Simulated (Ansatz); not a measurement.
Results of r²SCAN+rVV10 (plane waves, PAW; Ansatz, a quantum-chemistry and plane-wave program) for trigonal Te.

Settings: plane-wave cutoff 500 eV, 12×12×6 k mesh (along the axes of the cell as run), gaussian smearing 0.02 eV, scalar-relativistic PAW data made under PBE.

Cell (relaxed at this level):

```yaml
crystal:
  lattice:
    - [2.23512, -3.87133, 0.00000]
    - [2.23512, 3.87133, 0.00000]
    - [0.00000, 0.00000, 5.94715]
  atoms:
    - { symbol: Te, position: [0.00000, 0.26444, 0.66667] }
    - { symbol: Te, position: [0.73556, 0.73556, 0.00000] }
    - { symbol: Te, position: [0.26444, 0.00000, 0.33333] }
```

**Question.** Give the computed band gap.

**Answer.** 
- band gap: 0.35 eV (on the SCF k mesh)

Measured, for comparison: band gap 0.33 eV (temperature not stated, not corrected to a static lattice, compiled measured gap; kind and temperature not stated; as tabulated in Kothakonda et al. (2022), arXiv:2208.02841).

Spin–orbit coupling is not included; with these elements it can move the gap by several tenths of an eV or more.

The computed numbers hold no vibrational or temperature effects.

The result took about 6 core-minutes (a rough figure).
